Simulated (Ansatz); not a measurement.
# CH₃S (doublet): from Hartree-Fock to the top rungs, cc-pV(T+d)Z

An exercise on one series of results from a longer session: the logs are not shown, and one member is left open.

Program: Ansatz 0.2.0, Gaussian basis. Level of theory: cc-pV(T+d)Z, core rule «outside noble gas», up to 6 orbitals frozen. These are calculated values, not measurements.

To be run: UHF; CCSD(T) on ROHF; CCSD(T) on UHF; BCCD(T) on ROHF; CISD; CCSDT(Q) on ROHF; CCSDT(Q) on UHF; CASSCF and MRCISD+Q, 13 electrons in 11 orbitals; CASSCF and NEVPT2, 13 electrons in 11 orbitals.

14 further runs of the same task are left out: 1 that didn't finish, 13 set aside as unsound or not needed.

**The system**

The geometry is an MP2(full)/6-31G* stationary point (not a proven minimum).

5 atoms, charge 0, spin multiplicity 2.

Atoms are counted from 1 here; the program's logs count them from 0.

Bond lengths: C1–S2 1.799 Å, C1–H3 1.095 Å, C1–H4 1.090 Å, C1–H5 1.090 Å. Angles: S2–C1–H3 107.0°, S2–C1–H4 111.6°, S2–C1–H5 111.6°, H3–C1–H4 108.0°, H3–C1–H5 108.0°, H4–C1–H5 110.4°.

Set-up of the first run:

The input, in.yaml:

```yaml
crystal:
  periodic: [false, false, false]
  atoms:
    - {symbol: C, position_ang: [-0.002063, 1.200529, 0.000000]}
    - {symbol: S, position_ang: [-0.002063, -0.598272, 0.000000]}
    - {symbol: H, position_ang: [1.045062, 1.521364, 0.000000]}
    - {symbol: H, position_ang: [-0.477424, 1.602744, 0.895197]}
    - {symbol: H, position_ang: [-0.477424, 1.602744, -0.895197]}
basis:
  gaussian: {orbitals: "cc-pV(T+d)Z.json"}
magnetization: {spin_polarized: true, initial_magnetization: 1}
hamiltonian: {xc: hf}
output: {orbitals: {seedname: orbitals}}
```

Run with:

```sh
$ ansatz run in.yaml --threads 1 --pin off --events-out ev --progress --plain --max-ram 2880MiB --backend cpu
```

Among the steps run: UHF; CCSD(T) on ROHF; CCSD(T) on UHF; BCCD(T) on ROHF; CISD; CCSDT(Q) on ROHF; CCSDT(Q) on UHF; CASSCF and MRCISD+Q, 13 electrons in 11 orbitals; CASSCF and NEVPT2, 13 electrons in 11 orbitals.

One table of the session follows, with a row left open; its other results are not shown here.

```
          method  from UCCSDT(Q) (kcal/mol)
            ROHF                    +239.54
             UHF                          ?
            RMP2                     +30.98
            UMP2                     +31.73
            CISD                     +30.98
           RCCSD                     +10.00
           UCCSD                      +9.88
        RCCSD(T)                      +1.00
        UCCSD(T)                      +1.00
         BCCD(T)                      +0.97
          RCCSDT                      +0.40
          UCCSDT                      +0.37
       RCCSDT(Q)                      +0.03
       UCCSDT(Q)                          0
  CASSCF valence                    +183.90
  NEVPT2 valence                     +43.06
  MRCISD valence                     +19.31
MRCISD+Q valence                      +3.16
```

**Question.** Estimate the row for UHF.

The run gave: from UCCSDT(Q) (kcal/mol): +235.92. In the column «from UCCSDT(Q) (kcal/mol)» it lies between CASSCF valence (+183.90) and ROHF (+239.54).

Caveats from the session: Restricted and unrestricted rows rest on different reference determinants; where their highest levels disagree by more than a few hundredths of an eV, they describe different states and don't form one ladder.
